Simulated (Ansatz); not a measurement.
Cartesian coordinates (Å):
SMILES: [O+]#[Si-]
```xyz
2

O      0.7544     0.0000     0.0000
Si    -0.7544     0.0000     0.0000
```
Charge 0, spin multiplicity 1.

The numbers are results of frozen-core CCSD(T)/cc-pVTZ // PBE0-D4/def2-TZVP (Ansatz, an electronic-structure program), not measurements.

The HF energy is -363.83898 Ha. The MP2 correlation energy comes out as -0.33631 Ha.

Estimate the CCSD correlation energy, the (T) correction, the total energy and the T1 diagnostic.


```yaml
CCSD correlation energy: -0.33803 Ha
"(T) correction": -0.01766 Ha
CCSD(T) total energy: -364.19467 Ha
T1 diagnostic: 0.027
```
